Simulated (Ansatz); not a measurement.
Process, species as SMILES: C(C)(C)CO -> C[CH]C + [CH2]O (CH3O) (the C-C bond breaks)

Property: bond dissociation energy (enthalpy at 298 K), in kcal/mol. Conventions: open shells spin-unrestricted; 6-311+G** with 5d; no spin-orbit coupling; LANL2DZ all-electron up to Ne; non-relativistic; six Cartesian d functions in 6-31G* and its kin unless marked 5d; valence correlation only. CBS marks a two-point X^-3 extrapolation of the correlation energy; Hartree-Fock from the larger set. [CCSD(T)-MP2]/basis is that difference in the basis named. First-principles rows: single points at B3LYP-D3(BJ) geometries (Ansatz, a program for electronic structure), with unscaled harmonic terms from B3LYP/6-31G* (Ansatz) at its own minima.

Measured values: Active Thermochemical Tables 1.112 (ions: stationary electron), as tabulated in the package chemicals; CRC Handbook, as tabulated in the package chemicals; G2/97 table in ASE (Curtiss et al.); they hold spin-orbit and core effects, anharmonicity and other conformers. 

Value to compare with, the measured value: 85.5 kcal/mol.

```json
[
 {"level": "MP2/STO-3G", "program": "Ansatz", "bond dissociation energy (enthalpy at 298 K) (kcal/mol)": "93.4", "error": "7.9"},
 {"level": "MP2/3-21G", "program": "Ansatz", "bond dissociation energy (enthalpy at 298 K) (kcal/mol)": "84.9", "error": "-0.6"},
 {"level": "MP2/LANL2DZ", "program": "Ansatz", "bond dissociation energy (enthalpy at 298 K) (kcal/mol)": "79.6", "error": "-5.9"},
 {"level": "MP2/6-31G*", "program": "Ansatz", "bond dissociation energy (enthalpy at 298 K) (kcal/mol)": "88.9", "error": "3.4"},
 {"level": "MP2/6-311+G**", "program": "Ansatz", "bond dissociation energy (enthalpy at 298 K) (kcal/mol)": "88.4", "error": "2.9"},
 {"level": "RI-MP2/CBS(cc-pVTZ,cc-pVQZ)+[CCSD(T)-MP2]/cc-pVTZ", "program": "Ansatz", "bond dissociation energy (enthalpy at 298 K) (kcal/mol)": "86.3", "error": "0.8"}
]
```

Among the 5 habitual levels, MP2/STO-3G lies farthest from the measured value (7.9 kcal/mol) and MP2/3-21G nearest (-0.6); 3 of 5 lie above it, and their mean absolute error is 4.1 kcal/mol, the median 3.4. One case shows no general order.

The sets are all those run for this method; left out are runs that failed, that the program found above a lower state of the same kind, or whose <S^2> lies over 0.5 above the pure value.
